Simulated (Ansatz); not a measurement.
# CH₃BN−: single points off equilibrium

One table from this session's results is given with a row withheld; the runs are named, their logs left out.

Program: Ansatz 0.2.0, Gaussian basis. Level of theory: single points in def2-TZVPPD. These are calculated values, not measurements.

Cores are frozen in the correlated methods.

1 further run of the same task is left out (it didn't finish).

### The starting structure

SMILES `BN=[CH-]`, 6 atoms, charge -1, spin multiplicity 1.

Atoms are counted from 1 here; the program's logs count them from 0.

Bond lengths: B1–N2 1.421 Å, B1–H4 1.246 Å, B1–H5 1.220 Å, N2–C3 1.267 Å, C3–H6 1.136 Å. Angles: N2–B1–H4 118.4°, N2–B1–H5 121.2°, H4–B1–H5 120.2°, B1–N2–C3 179.0°, N2–C3–H6 109.9°.

As a file:

```
B    -0.76778    0.24058   -0.63980
N     0.41269   -0.10449    0.07268
C     1.47639   -0.39775    0.69488
H    -1.50415   -0.67822   -1.04810
H    -1.01252    1.39899   -0.93395
H     1.33853   -0.20877    1.80680
```

Set-up of the first run:

The input, run/in.yaml:

```yaml
crystal:
  periodic: [false, false, false]
  atoms:
    - {symbol: B, position_ang: [-0.767778, 0.240582, -0.639797]}
    - {symbol: N, position_ang: [0.412690, -0.104488, 0.072675]}
    - {symbol: C, position_ang: [1.476389, -0.397751, 0.694875]}
    - {symbol: H, position_ang: [-1.504149, -0.678222, -1.048101]}
    - {symbol: H, position_ang: [-1.012523, 1.398992, -0.933947]}
    - {symbol: H, position_ang: [1.338529, -0.208766, 1.806796]}
basis:
  gaussian: {orbitals: "def2-TZVPPD.json"}
total_charge: -1
hamiltonian: {xc: pbe, dispersion: d4}
output: {forces: true}
```

The basis file named in the input lies beside it (Basis Set Exchange, JSON).

Started as:

```
ansatz run in.yaml --threads 2 --pin off --events-out ev --progress --plain --max-ram 3481MiB
```

Among the steps run: PBE-D4/def2-TZVPPD; r2SCAN-D4/def2-TZVPPD; PBE0-D4/def2-TZVPPD; wB97M-V/def2-TZVPPD; CCSD(T)/def2-TZVPPD.

One table of the session follows, with a row left open; its other results are not shown here.

```
   method  RMS force component (eV/Å)  angle to CCSD(T) forces (°)
   PBE-D4                           ?                            ?
r2SCAN-D4                       0.632                         27.6
  PBE0-D4                       0.701                         29.0
  wB97M-V                       0.742                         16.2
  CCSD(T)                       0.607                    reference
```

Estimate the missing values for PBE-D4.

The run gave: RMS force component (eV/Å): 0.566; angle to CCSD(T) forces (°): 21.9. In the column «RMS force component (eV/Å)» it is the lowest.

Limits of these values: The T1 diagnostic is large here, over the usual mark for main-group molecules (transition-metal compounds often pass it harmlessly), so CCSD(T) itself may be off.
